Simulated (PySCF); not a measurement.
Rock-salt LiCl: correlation energy from several methods in one and the same small orbital space (PySCF; 2 atoms at the zone centre, 8 electrons in 58 orbitals, empty ones MP2 natural orbitals of a TZ basis, lattice constant set to 4.9857 Å). Its volume lies 9 % below that of the crystal's usual cell. It tests the methods against each other and lies far from the crystal's limit.

| method | E_corr (eV per atom) | share of CCSDT(Q) (%) | difference (meV) |
|---|---|---|---|
| MP2 | -2.3860 | 80.7 | 572 |
| CCSD | -2.8589 | 96.6 | 99 |
| CCSD(T) | -2.9425 | 99.5 | 16 |
| CCSDT | -2.9550 | 99.9 | 3 |
| CCSDT(Q) | -2.9582 | 100.0 | 0 |

MP2, (T) and (Q) use filled levels shifted down by the Madelung term, which in so small a cell is a large part of the gap, so these rows hang on it.

CCSDT(Q) is the highest level reached here, not an exact value.
